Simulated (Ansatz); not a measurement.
Zinc-blende AlN (metastable phase), treated with G0W0@HSE06 (plane waves, hard PAW, contour deformation; Ansatz, a program for electronic structure).

The cell has the measured lattice parameters. Conventional cell: a = 4.3800 Å, b = 4.3800 Å, c = 4.3800 Å, α = 90.00°, β = 90.00°, γ = 90.00°.

The quasiparticle gap at Γ at a fixed k mesh 4×4×4:

```json
[
 {"response cutoff": "150 eV, 161 empty bands", "value (eV)": "6.369"},
 {"response cutoff": "200 eV, 248 empty bands", "value (eV)": "6.424"},
 {"response cutoff": "250 eV, 346 empty bands", "value (eV)": "6.450"},
 {"response cutoff": "300 eV, 455 empty bands", "value (eV)": "6.466"}
]
```

Problem. Taking the value to converge with the response cutoff E as E^(−3/2), extrapolate from the last two rows.

Solution. With y = y∞ + c/w and weights w = 3953 and 5196 for the last two rows, y∞ = (w2 y2 − w1 y1)/(w2 − w1) = (5196 × 6.466 − 3953 × 6.450)/1243 = 6.517 eV, which lies 0.051 beyond the last row. Successive pairs of rows give 6.526, 6.515, 6.517. The limit also hangs on the law assumed, so its last digits aren't firm.

The other settings are not extrapolated, so this is the limit in one setting alone.

The smallest gap on this mesh is 5.47 eV, away from Γ.

Note: GW on a hybrid start was not checked against another program.
